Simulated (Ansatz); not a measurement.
Relaxation of B₃ with UKS PBE-D4/def2-TZVP.

```sh
$ ansatz run in.yaml --threads 4 --pin off --events-out ev --progress --plain --max-ram 3916MiB
```

```yaml
crystal:
  periodic: [false, false, false]
  atoms:
    - {symbol: B, position_ang: [0.856770, 0.106580, 0.107210]}
    - {symbol: B, position_ang: [-0.460640, -0.835880, 0.153790]}
    - {symbol: B, position_ang: [-0.396130, 0.729300, -0.261010]}
basis:
  gaussian: {orbitals: def2-TZVP}
magnetization: {spin_polarized: true, initial_magnetization: 1}
hamiltonian: {xc: pbe, dispersion: d4}
scf: {omitted_lower_state_checks: [starts]}
output: {orbitals: {seedname: orbitals}}
relax: {f_tol: 0.02, max_steps: 100}
```

It took 2.2 s on 4 threads of Arm Neoverse V1 on a shared host.

Positions (Å) and forces (eV/Å) at steps 1, 2, 3 of 3:

```xyz
3
step=1 energy=-2018.5762 eV
B     0.857    0.107    0.107    1.915   -2.183    0.897
B    -0.461   -0.836    0.154    1.065    1.933   -0.356
B    -0.396    0.729   -0.261   -2.980    0.250   -0.542
3
step=2 energy=-2018.7785 eV
B     0.873    0.078    0.118    0.642   -0.929    0.354
B    -0.443   -0.804    0.148    0.528    0.958   -0.176
B    -0.430    0.726   -0.266   -1.170   -0.028   -0.178
3
step=3 energy=-2018.8302 eV
B     0.887    0.054    0.126    0.003   -0.006    0.002
B    -0.428   -0.777    0.143    0.004    0.007   -0.001
B    -0.459    0.723   -0.269   -0.007   -0.001   -0.001
```

The structure comes from a short search, and lower isomers may exist.
